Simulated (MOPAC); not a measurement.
MOPAC input (PM6):

```
PM6 FORCE THERMO(298,298) PRECISE LET CHARGE=-1 GEO-OK AUX(PRECISION=9) THREADS=1
C2H3O

O     1.13081125 1    0.25474989 1    0.38425724 1
C     0.01250148 1    0.32537425 1   -0.20302857 1
H    -0.11670904 1    1.22366224 1   -0.84288300 1
C    -1.03019024 1   -0.56065360 1   -0.13892443 1
H    -0.97349699 1   -1.44032297 1    0.45382573 1
H    -1.93831510 1   -0.42710641 1   -0.66479477 1
```

Question: Which zero-point energy does it print?

Answer: 25.73 kcal/mol, from the harmonic wavenumbers of PM6.
